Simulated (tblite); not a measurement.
C4HF2 (doublet state).
Geometry (GFN2-xTB, Å), atoms numbered from 1 in this order:
```
atom  x, y, z in Å
C1     2.563   -0.136   -0.082
C2     1.384    0.104   -0.190
C3     0.045    0.460    0.095
F4    -0.217    1.772    0.192
C5    -0.972   -0.396    0.259
F6    -0.802   -1.710    0.193
H7    -1.997   -0.088    0.407
```

Calculated harmonic vibrations of the isolated species, GFN2-xTB (tblite), most abundant isotopes, no scaling. Errors from tens to a few hundred cm⁻¹ against measured bands are possible. One conformer, not necessarily the lowest. Open shells enter through the occupations alone, without spin polarisation, and single modes of such species can be off by tens of per cent.

Harmonic wavenumbers (cm⁻¹): 120.1, 212.9, 253.6, 287.3, 434.3, 509.8, 559.0, 747.0, 818.5, 1143.3, 1165.7, 1264.7, 1601.9, 2100.3, 3080.9.

A = 4881, B = 3445, C = 2026 MHz; mass 87.005 u (most abundant isotopes); point group C1, symmetry number 1; spin multiplicity 2.

**Question.** Zero-point energy?

**Answer.** Half the sum of the wavenumbers: 7150 cm⁻¹ = 20.44 kcal/mol.

**Question.** What is S at 298.15 K and 1 bar for an ideal gas of classical rigid rotors and harmonic oscillators?

**Answer.** Translation 39.33, rotation 26.65, vibration 10.91, spin (R ln 2) 1.38: S = 78.3 cal/(mol K).

**Question.** And Cp and H(298.15 K) − H(0)?

**Answer.** Cp = 20.96 cal/(mol K), of which vibrations give 13.01 (their classical limit is 15 R = 29.8); H(298.15 K) − H(0) = 4.29 kcal/mol without the zero-point energy, 1.92 from vibrations.

**Question.** Blend soft modes into free rotors: weight 1/[1 + (100 cm⁻¹/ν̃)⁴] for the oscillator and the rest for a rotor with moment μB/(μ + B), μ = h/(8π²ν), B = 10⁻⁴⁴ kg m². What vibrational entropy results?

**Answer.** 10.78 cal/(mol K) in place of 10.91, which changes −T·S at 298.15 K by +0.04 kcal/mol.

**Question.** What must be added to the electronic energy to get the Gibbs energy at 298.15 K and 1 bar?

**Answer.** ZPE + [H(298.15 K) − H(0)] − T·S = 20.44 + 4.29 − 23.33 = 1.40 kcal/mol.

**Question.** How do the functions run with temperature in this model?

**Answer.** 
| T (K) | S (cal/(mol K)) | Cp (cal/(mol K)) | H − H(0) (kcal/mol) | G − H(0) (kcal/mol) | ln q(vib) |
| --- | --- | --- | --- | --- | --- |
| 150 | 66.1 | 14.8 | 1.61 | -8.30 | 0.71 |
| 250 | 74.7 | 19.2 | 3.32 | -15.36 | 1.73 |
| 400 | 84.9 | 24.0 | 6.59 | -27.36 | 3.35 |
| 600 | 95.5 | 28.2 | 11.84 | -45.43 | 5.41 |
| 900 | 107.6 | 31.8 | 20.89 | -75.99 | 8.17 |

q(vib) and H(0) count from the zero-point level.

**Question.** Which modes carry the vibrational entropy at 298.15 K?

**Answer.** 120.1 cm⁻¹: 3.10; 212.9 cm⁻¹: 2.02; 253.6 cm⁻¹: 1.71; 287.3 cm⁻¹: 1.49; 434.3 cm⁻¹: 0.84; 509.8 cm⁻¹: 0.63 cal/(mol K); the other 9 give 1.11 together.

Hindered rotation and anharmonicity are outside this model. Other conformers, if any are populated, would add a mixing term that is left out.

Hardware: an Arm Neoverse V1 with one thread, shared host with 32 logical CPUs at a one-minute load of 13. Cost: 0.1 s of wall time. This covers the Hessian and the dipole derivatives.
